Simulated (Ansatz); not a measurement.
How methods differ on AlH5S (Al(H2S)H3)

AlH5S: 7 atoms, total charge 0, spin state singlet. SMILES: `[H][Al]([H])([H])<-[SH2]`. The shape comes from GFN2-xTB, which is rough for such elements, and wasn't checked as a minimum.

```xyz
7

Al    0.1298   -0.2220   -1.0116
S     0.1518   -0.2519    1.4589
H     0.5126    1.0301    1.4853
H    -1.1455    0.0493    1.4764
H     1.6822   -0.1872   -1.1886
H    -0.6661    1.1393   -1.0463
H    -0.6648   -1.5576   -1.1741
```

Quantity: the energy change with the Al1–H5 bond stretched from 1.563 to 3.907 Å, in eV. The values are calculated.

| level | kind | program | value (eV) | CPU time (all runs) |
| --- | --- | --- | --- | --- |
| HF/STO-3G (restricted) | Hartree–Fock | Ansatz | 9.86 | 0.22 s |
| SVWN5/STO-3G (restricted) | LDA | Ansatz | 7.06 | 1.7 s |
| BLYP/STO-3G (restricted) | GGA | Ansatz | 6.68 | 2.7 s |
| BHLYP/STO-3G (restricted) | global hybrid | Ansatz | 8.45 | 2.5 s |
| HSE06/STO-3G (restricted) | range-separated hybrid | Ansatz | 7.65 | 3.2 s |
| B2PLYP/STO-3G (restricted) | double hybrid | Ansatz | 6.91 | 3.7 s |
| MP2/STO-3G (restricted) | perturbation theory | Ansatz | 7.11 | 0.26 s |
| BCCD(T)/STO-3G (restricted) | coupled cluster or CI | Ansatz | 5.51 | 0.35 s |
| CCSD(T)/STO-3G (restricted) | coupled cluster or CI | Ansatz | ? | 0.31 s |
| CCSDTQ/STO-3G (restricted) | coupled cluster or CI | Ansatz | ? | 8.2 s |

Q: Estimate the missing values from the other rows.

A: As computed at these levels: CCSD(T)/STO-3G (restricted): 5.31 eV; CCSDTQ/STO-3G (restricted): 5.55 eV. The first shape isn't each level's own minimum. The values span 5.31 to 9.86 eV. The coupled-cluster rows rest on a doubtful reference here (large T1 or Brueckner and Hartree–Fock orbitals at odds), and rows may lie in different states. All rows use very small basis sets, so even the best lies far from the true value. CPU times are rough (shared hosts, several kinds of processor): they show what a rung costs within a factor of a few.
